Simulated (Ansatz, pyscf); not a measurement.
H₂N–SiH: [singlet] -> H₂N–SiH: [singlet], a concerted two-bond exchange on the singlet surface: H–N, H–Si broken, H–N, H–Si formed. Optimised with ωB97X-D3(BJ)/def2-SVP in PySCF. Wave-function energies: Ansatz (a program for electronic structure), frozen core, RHF or UHF references. In kcal/mol, from the reactant's lowest minimum found.

```csv
level,barrier,reaction energy
PBE/def2-TZVP,114.65,0.00
ωB97X-D3(BJ)/def2-TZVP,132.83,0.00
CCSD(T)/cc-pV(D+d)Z,123.31,0.00
CCSDT(Q)/cc-pV(D+d)Z,122.44,0.00
CCSD(T)/cc-pV(T+d)Z,123.89,0.00
CCSD(T)/cc-pV(Q+d)Z,123.85,0.00
```

In cc-pV(D+d)Z, going from CCSD(T) to CCSDT(Q) shifts the barrier by -0.87 and the reaction energy by 0.00 kcal/mol. With HF in the quadruple-zeta basis and the correlation energy extrapolated as X⁻³ from X = 3, 4, CCSD(T) gives 123.92 and 0.00; adding the double-zeta shift gives ΔE‡ = 123.05 and ΔE = 0.00 kcal/mol, without core correlation, relativity or geometry relaxation at these levels. The same reactants have a lower exit, to HN=Si: [singlet] + H₂ (barrier +59.45 kcal/mol at ωB97M-D3(BJ), against +127.12 kcal/mol here). This is the saddle that the search found; another between the same sides may lie lower. One closed-shell reference is unstable to symmetry breaking; treat the single-reference values with care. The CCSD(T) − MP2 part came from Ansatz, without density fitting, on the same reference. The largest closed-shell T1 diagnostic is 0.034, which may signal static correlation.
